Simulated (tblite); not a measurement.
# C2H6NO: the cost of one run

Programs: tblite 0.8.0 and PySCF 2.14.0. All values are calculated, for the isolated system unless a continuum is named. Atoms count from 0, parts from 1.

## (1) Starting point

10 atoms, charge 1, multiplicity 1; geometry: rigid parts in contact. Parts: 1 = atoms 0–3, `[OH3+]`, charge 1; 2 = atoms 4–9, `CC#N`, charge 0.

## (2) Docking the parts with GFN2-xTB

Job settings and geometry (Å):

```
{"job": {"kind": "dock", "xc": "GFN2-xTB", "basis": "xTB"}, "charge": 1, "multiplicity": 1, "parts": [{"atoms": "0-3", "charge": 1, "multiplicity": 1}, {"atoms": "4-9", "charge": 0, "multiplicity": 1}]}
O     -0.001339     0.001243     0.213124
H     -0.502829    -0.796232    -0.069323
H     -0.437009     0.833406    -0.078802
H      0.941177    -0.038417    -0.065000
C     -0.309736    -0.384248     3.559590
C     -0.063559    -1.205159     2.406530
N      0.132209    -1.858116     1.489522
H     -1.383590    -0.277739     3.708116
H      0.133179    -0.849531     4.439330
H      0.133817     0.598995     3.407867
```

Method: GFN2-xTB search for minima from random contacts, gas phase.

Launch:

```sh
$ OMP_NUM_THREADS=1 python cluster_run.py task.json out
```

The driver reads the jobs from task.json and runs them one after another.

**Question.** How long does this first job take on 1 thread of Intel Xeon Platinum 8259CL at 2.50GHz, shared host?

About 2 s.
